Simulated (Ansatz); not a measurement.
**CH3N+ (quartet): from Hartree-Fock to the top rungs, cc-pVDZ**

The task here is to estimate one member of a computed series from the others.

Program: Ansatz 0.2.0, Gaussian basis. Level of theory: cc-pVDZ, core rule «outside noble gas», up to 2 orbitals frozen. These are calculated values, not measurements.

The runs, in order: UHF; CCSD(T) on ROHF; CCSD(T) on UHF; BCCD(T) on ROHF; CISD as a restricted active space (open shells left free, so some higher excitations enter); CCSDT(Q) on ROHF; CCSDT(Q) on UHF; CASSCF and MRCISD+Q, 11 electrons in 11 orbitals; CASSCF and NEVPT2, 11 electrons in 11 orbitals.

22 further runs of the same task are left out: 10 that didn't finish, 12 set aside as unsound or not needed. Runs told in other sessions of the task aren't counted.

## The system

The geometry is a PBE0/def2-TZVP stationary point (not a proven minimum) of the parent state, kept for this charge and spin.

5 atoms, charge 1, spin multiplicity 4.

Atoms are counted from 1 here; the program's logs count them from 0.

Bond lengths: N1–C2 1.403 Å, C2–H3 1.101 Å, C2–H4 1.101 Å, C2–H5 1.101 Å. Angles: N1–C2–H3 110.9°, N1–C2–H4 110.9°, N1–C2–H5 110.9°, H3–C2–H4 108.0°, H3–C2–H5 108.0°, H4–C2–H5 108.0°.

The first run:

File in.yaml:

```yaml
crystal:
  periodic: [false, false, false]
  atoms:
    - {symbol: N, position_ang: [-0.767330, 0.007230, 0.007201]}
    - {symbol: C, position_ang: [0.635942, -0.005992, -0.005968]}
    - {symbol: H, position_ang: [1.018747, -1.037854, -0.004565]}
    - {symbol: H, position_ang: [1.041604, 0.508718, 0.878222]}
    - {symbol: H, position_ang: [1.024810, 0.500066, -0.902610]}
basis:
  gaussian: {orbitals: cc-pVDZ}
total_charge: 1
magnetization: {spin_polarized: true, initial_magnetization: 3}
hamiltonian: {xc: hf}
output: {orbitals: {seedname: orbitals}}
```

The run is started by

```bash
ansatz run in.yaml --threads 1 --pin off --events-out ev --progress --plain --max-ram 2393MiB
```

Among the steps run: UHF; CCSD(T) on ROHF; CCSD(T) on UHF; BCCD(T) on ROHF; CISD as a restricted active space (open shells left free, so some higher excitations enter); CCSDT(Q) on ROHF; CCSDT(Q) on UHF; CASSCF and MRCISD+Q, 11 electrons in 11 orbitals; CASSCF and NEVPT2, 11 electrons in 11 orbitals.

One table of the session follows, with a row left open; its other results are not shown here.

| method | from UCCSDT(Q) (meV) |
| --- | --- |
| ROHF | ? |
| UHF | +6749.3 |
| RMP2 | +1163.5 |
| UMP2 | +1134.9 |
| CISD | +567.6 |
| RCCSD | +194.1 |
| UCCSD | +192.0 |
| RCCSD(T) | +31.7 |
| UCCSD(T) | +30.7 |
| BCCD(T) | +32.7 |
| RCCSDT | +8.7 |
| UCCSDT | +7.2 |
| RCCSDT(Q) | +2.4 |
| UCCSDT(Q) | 0 |
| CASSCF valence | +4434.9 |
| NEVPT2 valence | +969.3 |
| MRCISD valence | +283.7 |
| MRCISD+Q valence | +69.4 |

Estimate the missing values for ROHF.

**Answer.** from UCCSDT(Q) (meV): +6892.6. In the column «from UCCSDT(Q) (meV)» it is the highest.

To keep in mind: Restricted and unrestricted rows rest on different reference determinants; a gap between their highest levels can come from leftover correlation error, from unlike frozen cores or from another state.
